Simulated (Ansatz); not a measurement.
Reactions of C2H4ClNS (`CN=C(S)Cl`).

Gas-phase electronic energies from Ansatz, PBE0-D4/def2-TZVP geometries. CCSD(T)/CBS is the MP2 limit (def2-TZVPP, def2-QZVPP) plus CCSD(T) − MP2 in def2-TZVPP, frozen cores. This one scheme is used for every species, atoms too. For atomizations the MP2-based limit and the directly extrapolated one differ by several kJ/mol either way, and by 10 to 25 for some Ge, Se and Sn compounds, so smaller differences from it don't rank the levels. Double bonds are as drawn, so ΔE can hold a change between cis and trans. Functionals use def2-TZVPP. Open shells (•) are unrestricted, without spin–orbit coupling. Spin–orbit coupling would lower the free atoms: a little for C, Cl, S. One conformer a species, not always the lowest.

```csv
reaction,PBE0-D4 (eV),ωB97X-V (eV),CCSD/CBS(def2) (eV),MP2/CBS(def2) (eV),CCSD(T)/CBS(def2) (eV)
`C/N=C(/S)Cl` + H₂ → `C/N=C/S` + HCl,-0.58,-0.63,-0.73,-0.51,-0.64
`C/N=C(/S)Cl` + H₂ → `C/N=C/Cl` + H₂S,-0.42,-0.50,-0.57,-0.32,-0.46
`C/N=C(/S)Cl` + H₂O → `C/N=C(/O)S` + HCl,-0.23,-0.28,-0.19,-0.09,-0.16
`C/N=C(/S)Cl` → 2 C• + Cl• + 4 H• + N• + S•,34.15,33.86,32.82,34.48,33.62
`C/N=C(/S)Cl` + H₂O → `C/N=C(/O)Cl` + H₂S,-0.08,-0.15,-0.03,0.10,0.01
```

Largest T1 diagnostic: 0.014, for `C/N=C(/O)S`.
